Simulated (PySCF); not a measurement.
State search for NaF

Unrestricted PBE0; Na aug-pcseg-1, F aug-pcseg-1; no relativity (PySCF 2.14). Outer shells of the fragments: Na 3s1; F 2s2 2p5.

Followed along the bond (rough minima from three points):

| 2Ms+1 | unpaired | ⟨S²⟩ at the start | R at minimum (Å) | Te (eV) |
| --- | --- | --- | --- | --- |
| 1 | none | 0.00 | 1.95 | 0.00 |
| 3 | σ ↑, π ↑ | 2.00 | none in the scan | ≤ 4.90 |

Solutions found at the starting distance of 2.190 Å, counted from the lowest of them; the search is not exhaustive and high or unbound solutions are not listed, so other states can lie among these:

| 2Ms+1 | unpaired | term | E (eV) | ⟨S²⟩ | ⟨Lz²⟩ | μ (D) |
| --- | --- | --- | --- | --- | --- | --- |
| 1 | none | ¹Σ⁺ | 0.00 | 0.00 | 0.00 | -9.26 |
| 3 | σ ↑, π ↑ | ³Π | 4.76 | 2.00 | 1.00 | 1.91 |
| 1 | σ ↓, π ↑ | mixed | 4.78 | 1.00 | 1.00 | 2.08 |
| 3 | σ ↑↑ | ³Σ⁺ | 5.00 | 2.00 | 0.00 | 1.97 |
| 3 | π ↑↑ | mixed | 6.40 | 2.00 | 2.00 | 0.48 |
| 3 | π ↑↑ | mixed | 6.46 | 2.00 | 2.00 | 0.67 |
| 3 | σ ↑, π ↑ | ³Π | 6.74 | 2.00 | 1.00 | 0.66 |

A term symbol is given only where ⟨S²⟩ and ⟨Lz²⟩ are close to those of a pure state; real π, δ and φ orbitals otherwise mix terms. A positive dipole means Na(−)F(+).

Counting both spins, an empty level lies below a filled one in some of these solutions, because spin and occupation are held.
